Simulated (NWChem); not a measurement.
All runs are NWChem calculations. System: ozone (O3), charge 0, spin multiplicity 1, at a geometry optimised with PBE0/def2-SVP. Level: CCSD(T)/6-31G* (spherical d), 3 core orbitals frozen.

Output (cleaned and shortened):

```
             Northwest Computational Chemistry Package (NWChem) 7.3.0
             --------------------------------------------------------

                                NWChem Input Module
                                -------------------

 Scaling coordinates for geometry "geometry" by  1.889725989
 (inverse scale =  0.529177249)

 Turning off AUTOSYM since
 SYMMETRY directive was detected!

                             Geometry "geometry" -> ""
                             -------------------------

 Output coordinates in angstroms (scale by  1.889725989 to convert to a.u.)

  No.       Tag          Charge          X              Y              Z
 ---- ---------------- ---------- -------------- -------------- --------------
    1 O                    8.0000    -1.06066700     0.00000000    -0.21019800
    2 O                    8.0000     0.00000000     0.00000000     0.42039600
    3 O                    8.0000     1.06066700     0.00000000    -0.21019800

 Effective nuclear repulsion energy (a.u.)      70.8571342385

            Nuclear Dipole moment (a.u.)
            ----------------------------
        X                 Y               Z
 ---------------- ---------------- ----------------
     0.0000000000     0.0000000000     0.0000000000

      Symmetry information
      --------------------

 Group name             C2v
 Group number             16
 Group order               4
 No. of unique centers     2

      Symmetry unique atoms

     1    2


 Summary of "ao basis" -> "" (spherical)
 ------------------------------------------------------------------------------
       Tag                 Description            Shells   Functions and Types
 ---------------- ------------------------------  ------  ---------------------
 *                           6-31g*                   on all atoms

 Summary of "ao basis" -> "ao basis" (spherical)
 ------------------------------------------------------------------------------
       Tag                 Description            Shells   Functions and Types
 ---------------- ------------------------------  ------  ---------------------
 O                           6-31g*                  6       14   3s2p1d

                                 NWChem SCF Module
                                 -----------------

  ao basis        = "ao basis"
  functions       =    42
  atoms           =     3
  closed shells   =    12
  open shells     =     0
  charge          =   0.00
[...]
task        88 out of       171 done  51%  at       0.2 secs
task        95 out of       171 done  55%  at       0.2 secs
task       103 out of       171 done  60%  at       0.2 secs
task       112 out of       171 done  65%  at       0.2 secs
task       120 out of       171 done  70%  at       0.2 secs
task       130 out of       171 done  76%  at       0.2 secs
task       139 out of       171 done  81%  at       0.2 secs
task       146 out of       171 done  85%  at       0.2 secs
task       154 out of       171 done  90%  at       0.2 secs
task       163 out of       171 done  95%  at       0.3 secs
task       171 out of       171 done 100%  at       0.3 secs
 commencing triples evaluation - blocking       1
 ccsd(t): done        1 out of       30 progress:    3.3%
 ccsd(t): done        2 out of       30 progress:    6.7%
 ccsd(t): done        3 out of       30 progress:   10.0%
 ccsd(t): done        4 out of       30 progress:   13.3%
 ccsd(t): done        5 out of       30 progress:   16.7%
 ccsd(t): done        6 out of       30 progress:   20.0%
 ccsd(t): done        7 out of       30 progress:   23.3%
 ccsd(t): done        8 out of       30 progress:   26.7%
 ccsd(t): done        9 out of       30 progress:   30.0%
 ccsd(t): done       10 out of       30 progress:   33.3%
 ccsd(t): done       11 out of       30 progress:   36.7%
 ccsd(t): done       12 out of       30 progress:   40.0%
 ccsd(t): done       13 out of       30 progress:   43.3%
 ccsd(t): done       14 out of       30 progress:   46.7%
 ccsd(t): done       15 out of       30 progress:   50.0%
 ccsd(t): done       16 out of       30 progress:   53.3%
 ccsd(t): done       17 out of       30 progress:   56.7%
 ccsd(t): done       18 out of       30 progress:   60.0%
 ccsd(t): done       19 out of       30 progress:   63.3%
 ccsd(t): done       20 out of       30 progress:   66.7%
 ccsd(t): done       21 out of       30 progress:   70.0%
 ccsd(t): done       22 out of       30 progress:   73.3%
 ccsd(t): done       23 out of       30 progress:   76.7%
 ccsd(t): done       24 out of       30 progress:   80.0%
 ccsd(t): done       25 out of       30 progress:   83.3%
 ccsd(t): done       26 out of       30 progress:   86.7%
 ccsd(t): done       27 out of       30 progress:   90.0%
 ccsd(t): done       28 out of       30 progress:   93.3%
 ccsd(t): done       29 out of       30 progress:   96.7%
 ccsd(t): done       30 out of       30 progress:  100.0%
 Time for integral evaluation pass     1        0.28
 Time for triples evaluation pass      1        0.38

 pseudo-e(mp4)  -0.31163769021995E-01
 pseudo-e(mp5)   0.24759096474109E-02
        e(t)    -0.28687859374584E-01

 --------------
 CCSD(T) Energy
 --------------
 Reference energy:                    -224.255098831590459

 CCSD corr. energy:                     -0.576448984569945
 T(CCSD) corr. energy:                  -0.031163769021995
 Total CCSD+T(CCSD) energy:           -224.862711585182410

 CCSD corr. energy:                     -0.576448984569945
 (T) corr. energy:                      -0.028687859374584
 Total CCSD(T) energy:                -224.860235675534994

 routine      calls  cpu(0)   cpu-min  cpu-ave  cpu-max   i/o
 aoccsd          1     0.01     0.01     0.01     0.01    0.00
 iterdrv         1     0.01     0.01     0.01     0.01    0.00
 pampt          14     0.04     0.04     0.04     0.04    0.00
 t2pm           14     0.06     0.06     0.06     0.06    0.00
 sxy            14     0.08     0.08     0.08     0.08    0.00
 ints       408058     5.82     5.82     5.82     5.82    0.00
 t2eri        2394     0.92     0.92     0.92     0.92    0.00
 idx2         2394     0.24     0.24     0.24     0.24    0.00
 idx34          14     0.03     0.03     0.03     0.03    0.00
 ht2pm          14     0.08     0.08     0.08     0.08    0.00
 itm            14     0.29     0.29     0.29     0.29    0.00
 pdiis          14     0.02     0.02     0.02     0.02    0.00
 triples         1     0.00     0.00     0.00     0.00    0.00
 rdtrpo          1     0.01     0.01     0.01     0.01    0.00
 trpmos          1     0.28     0.28     0.28     0.28    0.00
 trpdrv          1     0.07     0.07     0.07     0.07    0.00
 dovvv       24300     0.11     0.11     0.11     0.11    0.00
 doooo       24300     0.05     0.05     0.05     0.05    0.00
 tengy       21870     0.13     0.13     0.13     0.13    0.00
 Total                 8.24     8.24     8.24     8.24    0.00

 Task  times  cpu:        8.7s     wall:        8.7s

 Total times  cpu:        8.8s     wall:        8.8s
```

Task: Write an NWChem input that would produce this output.

Result: This is not unique; one that fits is 
```
start mol
memory heap 100 mb stack 700 mb global 1900 mb
geometry units angstroms nocenter noautoz
  O     -1.060667     0.000000    -0.210198
  O      0.000000     0.000000     0.420396
  O      1.060667     0.000000    -0.210198
  symmetry group C2v
end
basis spherical
  * library 6-31g*
end
scf
  rhf
  nopen 0
  maxiter 100
  thresh 1e-7
  semidirect memsize 60000000 filesize 0
end
ccsd
  freeze core 3
  maxiter 60
end
task ccsd(t) energy
```
